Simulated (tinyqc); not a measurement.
Inside a calculation. Method: UHF in the sto-3g basis, for H2O+, spin multiplicity 2. One step of it, computed by the program tinyqc.

Problem. Iteration 1: diagonalisation and new density. Diagonalise F' = X^T F X, C = X C', fill 5 alpha and 4 beta electrons from the bottom; D(s) = C_occ C_occ^T; the new density keeps 0.3 of the old one (damping). Each column has its largest component positive (the first on a tie).

F(alpha) (hartree), order 1O 1s, 1O 2s, 1O 2px, 1O 2py, 1O 2pz, 2H 1s, 3H 1s:
```
[[-21.034837, -5.375145, 0.000000, 0.000000, -0.032162, -1.309899, -1.309899],
 [-5.375145, -3.070761, 0.000000, 0.000000, -0.167154, -1.368438, -1.368438],
 [0.000000, 0.000000, -1.105669, 0.000000, 0.000000, 0.000000, 0.000000],
 [0.000000, 0.000000, 0.000000, -1.095572, 0.000000, -0.583629, 0.583629],
 [-0.032162, -0.167154, 0.000000, 0.000000, -1.077771, -0.469999, -0.469999],
 [-1.309899, -1.368438, 0.000000, -0.583629, -0.469999, -1.055791, -0.566610],
 [-1.309899, -1.368438, 0.000000, 0.583629, -0.469999, -0.566610, -1.055791]]
```

F(beta) (hartree), order 1O 1s, 1O 2s, 1O 2px, 1O 2py, 1O 2pz, 2H 1s, 3H 1s:
```
[[-21.010360, -5.337336, 0.000000, 0.000000, -0.032162, -1.299443, -1.299443],
 [-5.337336, -2.890242, 0.000000, 0.000000, -0.167154, -1.308531, -1.308531],
 [0.000000, 0.000000, -0.225510, 0.000000, 0.000000, 0.000000, 0.000000],
 [0.000000, 0.000000, 0.000000, -1.048127, 0.000000, -0.574386, 0.574386],
 [-0.032162, -0.167154, 0.000000, 0.000000, -1.030326, -0.463266, -0.463266],
 [-1.299443, -1.308531, 0.000000, -0.574386, -0.463266, -1.030485, -0.546612],
 [-1.299443, -1.308531, 0.000000, 0.574386, -0.463266, -0.546612, -1.030485]]
```

X, order 1O 1s, 1O 2s, 1O 2px, 1O 2py, 1O 2pz, 2H 1s, 3H 1s:
```
[[1.024312, -0.144778, 0.000000, 0.000000, -0.010394, 0.022587, 0.022587],
 [-0.144778, 1.268505, 0.000000, 0.000000, 0.116542, -0.312746, -0.312746],
 [0.000000, 0.000000, 1.000000, 0.000000, 0.000000, 0.000000, 0.000000],
 [0.000000, 0.000000, 0.000000, 1.127043, 0.000000, -0.247168, 0.247168],
 [-0.010394, 0.116542, 0.000000, 0.000000, 1.055084, -0.148298, -0.148298],
 [0.022587, -0.312746, 0.000000, -0.247168, -0.148298, 1.227661, -0.092243],
 [0.022587, -0.312746, 0.000000, 0.247168, -0.148298, -0.092243, 1.227661]]
```

D(alpha) at the start, order 1O 1s, 1O 2s, 1O 2px, 1O 2py, 1O 2pz, 2H 1s, 3H 1s:
```
[[1.029632, -0.114058, 0.000000, 0.000000, 0.057507, -0.073666, -0.073666],
 [-0.114058, 0.533886, 0.000000, 0.000000, -0.209712, 0.175014, 0.175014],
 [0.000000, 0.000000, 1.000000, 0.000000, 0.000000, 0.000000, 0.000000],
 [0.000000, 0.000000, 0.000000, 0.659158, 0.000000, 0.195748, -0.195748],
 [0.057507, -0.209712, 0.000000, 0.000000, 0.917799, 0.055613, 0.055613],
 [-0.073666, 0.175014, 0.000000, 0.195748, 0.055613, 0.135464, 0.019202],
 [-0.073666, 0.175014, 0.000000, -0.195748, 0.055613, 0.019202, 0.135464]]
```

D(beta) at the start, order 1O 1s, 1O 2s, 1O 2px, 1O 2py, 1O 2pz, 2H 1s, 3H 1s:
```
[[1.029632, -0.114058, 0.000000, 0.000000, 0.057507, -0.073666, -0.073666],
 [-0.114058, 0.533886, 0.000000, 0.000000, -0.209712, 0.175014, 0.175014],
 [0.000000, 0.000000, 0.000000, 0.000000, 0.000000, 0.000000, 0.000000],
 [0.000000, 0.000000, 0.000000, 0.659158, 0.000000, 0.195748, -0.195748],
 [0.057507, -0.209712, 0.000000, 0.000000, 0.917799, 0.055613, 0.055613],
 [-0.073666, 0.175014, 0.000000, 0.195748, 0.055613, 0.135464, 0.019202],
 [-0.073666, 0.175014, 0.000000, -0.195748, 0.055613, 0.019202, 0.135464]]
```

overlap S, order 1O 1s, 1O 2s, 1O 2px, 1O 2py, 1O 2pz, 2H 1s, 3H 1s:
```
[[1.000000, 0.236704, 0.000000, 0.000000, 0.000000, 0.057015, 0.057015],
 [0.236704, 1.000000, 0.000000, 0.000000, 0.000000, 0.490091, 0.490091],
 [0.000000, 0.000000, 1.000000, 0.000000, 0.000000, 0.000000, 0.000000],
 [0.000000, 0.000000, 0.000000, 1.000000, 0.000000, 0.324409, -0.324409],
 [0.000000, 0.000000, 0.000000, 0.000000, 1.000000, 0.236325, 0.236325],
 [0.057015, 0.490091, 0.000000, 0.324409, 0.236325, 1.000000, 0.253131],
 [0.057015, 0.490091, 0.000000, -0.324409, 0.236325, 0.253131, 1.000000]]
```

Give: F' = X^T F X; orbital energies; coefficients C; F' = X^T F X; orbital energies; coefficients C; D(alpha) after iteration 1; D(beta) after iteration 1.

Solution.

F' = X^T F X (alpha) (hartree):
```
[[-20.6446, -2.7481, 0.0000, 0.0000, -0.0516, -0.2005, -0.2005],
 [-2.7481, -1.7853, 0.0000, 0.0000, 0.0482, -0.5895, -0.5895],
 [0.0000, 0.0000, -1.1057, 0.0000, 0.0000, 0.0000, 0.0000],
 [0.0000, 0.0000, 0.0000, -0.8011, 0.0000, -0.4747, 0.4747],
 [-0.0516, 0.0482, 0.0000, 0.0000, -0.9618, -0.2832, -0.2832],
 [-0.2005, -0.5895, 0.0000, -0.4747, -0.2832, -0.3692, -0.1447],
 [-0.2005, -0.5895, 0.0000, 0.4747, -0.2832, -0.1447, -0.3692]]
```

orbital energies (alpha) (hartree): [-21.0448, -1.8793, -1.2434, -1.1057, -1.0677, 0.0862, 0.2179]

coefficients C (alpha), order 1O 1s, 1O 2s, 1O 2px, 1O 2py, 1O 2pz, 2H 1s, 3H 1s:
```
[[0.9938, -0.2356, 0.0000, 0.0000, 0.0850, -0.1450, 0.0000],
 [0.0286, 0.8474, 0.0000, 0.0000, -0.3983, 0.9806, 0.0000],
 [0.0000, 0.0000, 0.0000, 1.0000, 0.0000, 0.0000, 0.0000],
 [0.0000, 0.0000, 0.7488, 0.0000, 0.0000, 0.0000, -0.9120],
 [0.0049, 0.1761, 0.0000, 0.0000, 0.8943, 0.5832, 0.0000],
 [-0.0068, 0.1369, 0.3071, 0.0000, 0.1261, -0.8545, 0.9153],
 [-0.0068, 0.1369, -0.3071, 0.0000, 0.1261, -0.8545, -0.9153]]
```

F' = X^T F X (beta) (hartree):
```
[[-20.6262, -2.7335, 0.0000, 0.0000, -0.0511, -0.2014, -0.2014],
 [-2.7335, -1.5928, 0.0000, 0.0000, 0.0527, -0.5776, -0.5776],
 [0.0000, 0.0000, -0.2255, 0.0000, 0.0000, 0.0000, 0.0000],
 [0.0000, 0.0000, 0.0000, -0.7505, 0.0000, -0.4748, 0.4748],
 [-0.0511, 0.0527, 0.0000, 0.0000, -0.9129, -0.2830, -0.2830],
 [-0.2014, -0.5776, 0.0000, -0.4748, -0.2830, -0.3646, -0.1431],
 [-0.2014, -0.5776, 0.0000, 0.4748, -0.2830, -0.1431, -0.3646]]
```

orbital energies (beta) (hartree): [-21.0188, -1.7373, -1.2077, -1.0087, -0.2255, 0.1251, 0.2357]

coefficients C (beta), order 1O 1s, 1O 2s, 1O 2px, 1O 2py, 1O 2pz, 2H 1s, 3H 1s:
```
[[0.9943, -0.2241, 0.0000, 0.0953, 0.0000, -0.1527, 0.0000],
 [0.0261, 0.7915, 0.0000, -0.4337, 0.0000, 1.0119, 0.0000],
 [0.0000, 0.0000, 0.0000, 0.0000, 1.0000, 0.0000, 0.0000],
 [0.0000, 0.0000, 0.7349, 0.0000, 0.0000, 0.0000, 0.9232],
 [0.0046, 0.2026, 0.0000, 0.8887, 0.0000, 0.5831, 0.0000],
 [-0.0063, 0.1724, 0.3210, 0.1116, 0.0000, -0.8501, -0.9106],
 [-0.0063, 0.1724, -0.3210, 0.1116, 0.0000, -0.8501, 0.9106]]
```

D(alpha) after iteration 1, order 1O 1s, 1O 2s, 1O 2px, 1O 2py, 1O 2pz, 2H 1s, 3H 1s:
```
[[1.0441, -0.1778, 0.0000, 0.0000, 0.0448, -0.0419, -0.0419],
 [-0.1778, 0.7745, 0.0000, 0.0000, -0.2077, 0.0984, 0.0984],
 [0.0000, 0.0000, 1.0000, 0.0000, 0.0000, 0.0000, 0.0000],
 [0.0000, 0.0000, 0.0000, 0.5902, 0.0000, 0.2197, -0.2197],
 [0.0448, -0.2077, 0.0000, 0.0000, 0.8569, 0.1125, 0.1125],
 [-0.0419, 0.0984, 0.0000, 0.2197, 0.1125, 0.1309, -0.0360],
 [-0.0419, 0.0984, 0.0000, -0.2197, 0.1125, -0.0360, 0.1309]]
```

D(beta) after iteration 1, order 1O 1s, 1O 2s, 1O 2px, 1O 2py, 1O 2pz, 2H 1s, 3H 1s:
```
[[1.0425, -0.1691, 0.0000, 0.0000, 0.0480, -0.0461, -0.0461],
 [-0.1691, 0.7309, 0.0000, 0.0000, -0.2204, 0.1140, 0.1140],
 [0.0000, 0.0000, 0.0000, 0.0000, 0.0000, 0.0000, 0.0000],
 [0.0000, 0.0000, 0.0000, 0.5758, 0.0000, 0.2238, -0.2238],
 [0.0480, -0.2204, 0.0000, 0.0000, 0.8570, 0.1106, 0.1106],
 [-0.0461, 0.1140, 0.0000, 0.2238, 0.1106, 0.1423, -0.0368],
 [-0.0461, 0.1140, 0.0000, -0.2238, 0.1106, -0.0368, 0.1423]]
```
